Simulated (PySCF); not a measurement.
**CS at other levels of theory**

What do other methods print for CS?

Computed with PySCF 2.14.0. Level: method and basis as typed in the scripts.

1 further run of the same task is left out (it didn't finish).

## (1) The system as given

CS: 2 atoms, charge 0, spin multiplicity 1.

Bond lengths: C1–S2 1.526 Å.

## (2) The run that the others are compared with

File input.py:

```python
from pyscf import gto, scf

mol = gto.M(
    atom='C 0 0 0; S 0 0 1.526',
    basis='sto-3g',
    charge=0,
    spin=0,
    verbose=4,
)
mf = scf.UHF(mol)
mf.kernel()
mf.nuc_grad_method().kernel()
mf.dip_moment()
print('orbital energies (hartree):', [e[max(0, n-3):n+3].round(4) for e, n in zip(mf.mo_energy, mol.nelec)])
```

Started as:

```sh
> python input.py
```

## (3) MP2

Edit 1 changes step after the SCF: gradient → mp2; frozen orbitals: none → 6.

Edit input.py of step 2 so:

```diff
@@ -1,2 +1,2 @@
-from pyscf import gto, scf
+from pyscf import gto, scf, mp
 
@@ -11,3 +11,3 @@
 mf.kernel()
-mf.nuc_grad_method().kernel()
+mp.MP2(mf, frozen=6).kernel()
 mf.dip_moment()
```

## (4) Wb97x-v (UKS)

Edit 2 changes functional: none (Hartree–Fock) → wb97x-v; SCF type: UHF → UKS; step after the SCF: gradient → analyze.

File input.py:

```python
from pyscf import gto, dft

mol = gto.M(
    atom='C 0 0 0; S 0 0 1.526',
    basis='sto-3g',
    charge=0,
    spin=0,
    verbose=4,
)
mf = dft.UKS(mol, xc='wb97x-v')
mf.kernel()
mf.analyze()
print('orbital energies (hartree):', [e[max(0, n-3):n+3].round(4) for e, n in zip(mf.mo_energy, mol.nelec)])
```

## (5) Geometry optimisation

Edit 3 changes step after the SCF: gradient → optimize.

File input.py:

```python
from pyscf import gto, scf
from pyscf.geomopt.geometric_solver import optimize

mol = gto.M(
    atom='C 0 0 0; S 0 0 1.526',
    basis='sto-3g',
    charge=0,
    spin=0,
    verbose=4,
)
mf = scf.UHF(mol)
mf.kernel()
mol_eq = optimize(mf, maxsteps=30)
print('optimised geometry (angstrom)')
print(mol_eq.tostring('raw'))
print('orbital energies (hartree):', [e[max(0, n-3):n+3].round(4) for e, n in zip(mf.mo_energy, mol.nelec)])
```

## (6) CCSD(T)

Edit 4 changes step after the SCF: gradient → ccsd(t); frozen orbitals: none → 6.

Edit input.py of step 2 so:

```diff
@@ -1,2 +1,2 @@
-from pyscf import gto, scf
+from pyscf import gto, scf, cc
 
@@ -11,3 +11,5 @@
 mf.kernel()
-mf.nuc_grad_method().kernel()
+mycc = cc.CCSD(mf, frozen=6)
+mycc.kernel()
+mycc.ccsd_t()
 mf.dip_moment()
```

## (7) Population analysis

Edit 5 changes step after the SCF: gradient → analyze.

Edit input.py of step 2 so:

```diff
@@ -11,4 +11,3 @@
 mf.kernel()
-mf.nuc_grad_method().kernel()
-mf.dip_moment()
+mf.analyze()
 print('orbital energies (hartree):', [e[max(0, n-3):n+3].round(4) for e, n in zip(mf.mo_energy, mol.nelec)])
```

Before running it: what results should come out? Wanted: for each run, E(SCF); from base; gap; SCF dipole; after the SCF.

As calculated:

```csv
run,E(SCF) (hartree),from base (eV),cycles,gap (eV),SCF dipole (D),after the SCF
base,-430.471597,0,12,16.17,0.97,n/a
MP2,-430.471597,0.0000,12,16.17,0.97,"MP2 correlation -3.308 eV, core frozen"
wb97x-v (UKS),-431.251513,not comparable,9,12.42,1.38,n/a
geometry optimisation,-430.471597,0.0000,12,16.17,n/a,"bond 1.519 Å, -0.002 eV"
CCSD(T),-430.471597,0.0000,12,16.17,0.97,"CCSD(T) correlation -3.561 eV, core frozen"
population analysis,-430.471597,0.0000,12,16.17,0.97,n/a
```

SCF columns refer to the geometry typed in the script.

In words: On the same reference and core, CCSD(T) gains 3.56 eV in 0.53 s; MP2 reaches 93 % of that in 0.62 s. A lower total energy from another functional means nothing by itself. The dearest run is “wb97x-v (UKS)”, at 28 s against 0.66 s.
